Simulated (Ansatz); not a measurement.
`C=C(S)Cl` + H₂O → `C=C(O)S` + HCl  (formal hydrolysis of a C–Cl bond)

Calculated with Ansatz (gas phase, PBE0-D4/def2-TZVP geometries, no zero-point term in ΔE). CCSD(T)/CBS is the MP2 limit (def2-TZVPP, def2-QZVPP) plus CCSD(T) − MP2 in def2-TZVPP, frozen cores. This one scheme is used for every species. Functionals use def2-TZVPP. B3LYP here is the variant with VWN-RPA as its local correlation; programs differ in this. Each species was taken in one conformer, which may not be the lowest.

`C=C(S)Cl`:

Cartesian coordinates in Å:
```
C -0.880 -0.718 -0.197
C 0.098 0.073 0.224
S 0.582 1.513 -0.649
Cl 0.884 -0.211 1.738
H -1.330 -0.552 -1.167
H -1.246 -1.529 0.418
H 1.892 1.424 -0.368
```

H₂O:

Z-matrix (Å, degrees):
```
O
H 1 0.960
H 1 0.960 2 105.1
```

`C=C(O)S`:

Z-matrix (Å, degrees):
```
C
C 1 1.328
H 1 1.083 2 120.0
H 1 1.079 2 120.5 3 179.3
O 2 1.355 1 121.8 3 -5.5
S 2 1.767 1 121.7 3 172.0
H 5 0.963 2 108.6 1 156.8
H 6 1.347 2 96.3 1 126.7
```

HCl:

Cartesian coordinates in Å:
```
Cl 0.219 -0.194 0.568
H -0.219 0.194 -0.568
```

```csv
level,ΔE (kJ/mol),difference from CCSD(T)/CBS
LDA (SPW92),-15.2,-16.9
PBE-D4,-6.1,-7.8
B3LYP-D4,-6.2,-7.9
r2SCANh-D4,-8.3,-10.0
BHLYP-D4,-7.6,-9.3
CAM-B3LYP-D4,-11.4,-13.1
ωB97X-V,-9.3,-11.0
B2PLYP,-5.7,-7.4
revPBE,-6.7,-8.4
PBE0,-8.5,-10.2
r2SCAN0,-8.7,-10.4
CAM-B3LYP,-13.5,-15.2
CCSD(T)/def2-SVP,-21.9,-23.6
HF/def2-QZVPP,-14.3,-16.0
MP2/def2-QZVPP,7.0,5.3
CCSD/CBS(def2),-0.1,-1.8
CCSD(T)/CBS,1.7,0
```

Largest T1 diagnostic among the species: 0.012.

The D4 term adds +3.8 kJ/mol with B3LYP and +1.9 kJ/mol with PBE0; it sums over pairs of atoms, weighted by their polarisabilities, and B3LYP, whose exchange is more repulsive, gets the larger term. Leaving LDA and LC-ωPBE aside and taking each functional with its dispersion term where it has one, the values, not all of them listed here, spread over 8.1 kJ/mol, from CAM-B3LYP-D4 to revPBE-D4. LDA lies −7.0 kJ/mol from PBE without D4. At CCSD(T), def2-SVP lies −23.6 kJ/mol from the extrapolated value and def2-TZVPP −6.4 kJ/mol.
